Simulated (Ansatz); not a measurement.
C4H6O2 can be A, `COC1C=CO1`, or B, `O=CCC1CO1`.

Computed with Ansatz on PBE0-D4/def2-TZVP structures; ΔE is electronic, products minus reactants. CBS: MP2 limit from def2 TZ/QZ plus the TZ coupled-cluster correction, frozen cores. DFT in def2-TZVPP. B3LYP here is the variant with VWN-RPA as its local correlation; programs differ in this. One conformer a species, not always the lowest.

Question: Which isomer does CCSD(T)/CBS put lower? Give the gap. (Best estimate.)

Answer: The calculation gave: B, by 73.2 kJ/mol.

Question: Give E(B) − E(A) in kJ/mol with PBE0-D4, PBE-D4, CCSD(T)/def2-TZVPP, B3LYP-D4, ωB97M-V, CCSD/def2-TZVPP, B3LYP. (Estimate.)

Answer: Ansatz gave: PBE0-D4 -77.0, PBE-D4 -74.7, CCSD(T)/def2-TZVPP -76.0, B3LYP-D4 -76.9, ωB97M-V -76.0, CCSD/def2-TZVPP -79.7, B3LYP -77.4. None reverses the order clearly.

Largest T1 diagnostic: 0.013.

In def2-TZVPP, CCSD(T) changes the Hartree–Fock value by +13.6 kJ/mol (the triples alone add +3.7 kJ/mol) and MP2 by +10.2 kJ/mol.
